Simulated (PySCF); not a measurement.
Species: thiourea, CH4N2S.
SMILES with atom numbers: `[NH2:1][C:2]([NH2:3])=[S:4]`

Geometry (PBE0-D3(BJ)/def2-SVP, Å), atoms numbered from 1 in this order:
```xyz
8
CH4N2S angstrom
N      0.9757   -0.0797    0.6588
C     -0.0081    0.4370   -0.1123
N     -0.9585   -0.4326   -0.5247
S     -0.0484    2.0495   -0.5274
H      1.6945    0.5557    0.9720
H      1.0203   -1.0524    0.9288
H     -0.9332   -1.4237   -0.3290
H     -1.6870   -0.0671   -1.1199
```

Method: PySCF, delta-SCF UKS SCAN, pcX-2 on the ionised atom, pcseg-1 elsewhere, spin-free X2C. The ground state was rerun for each ionised atom, in the same mixed basis as its hole state.

```csv
ionised atom,basis functions,E(ground) (Eh),E(ionised) (Eh)
C2,111,-549.21839,-538.42251
N1,111,-549.22613,-534.29649
S4,122,-549.34606,-458.38333
```

Turn these total energies into binding energies.

E(ionised) − E(ground), at 27.2114 eV a hartree:

| atom | environment | difference (Eh) | binding energy (eV) |
| --- | --- | --- | --- |
| C2 | thiocarbonyl carbon | 10.79588 | 293.77 |
| N1 | nitrogen bound to a thiocarbonyl carbon | 14.92964 | 406.26 |
| S4 | thiocarbonyl sulfur | 90.96273 | 2475.22 |

How much do the ground-state energies differ, and what would follow from using one of them for all holes?

They run from -549.3461 Eh (core basis on S4) to -549.2184 Eh (on C2), 0.1277 Eh or 3.47 eV apart, though the state is the same; only basis and grid differ. Pairing the ion of C2 with the ground state of S4 would put its binding energy 3.47 eV too high.

Only 1s holes are shown. Atoms equivalent by their bonding share one computed value, that of the first of them. Geometry: PBE0-D3(BJ)/def2-SVP; no solvent, vibrations or thermal averaging.

On Arm Neoverse V1, one thread, shared host with 32 logical CPUs at a one-minute load of 20, this took 13 s of wall time and 0.44 GiB of memory at its peak.
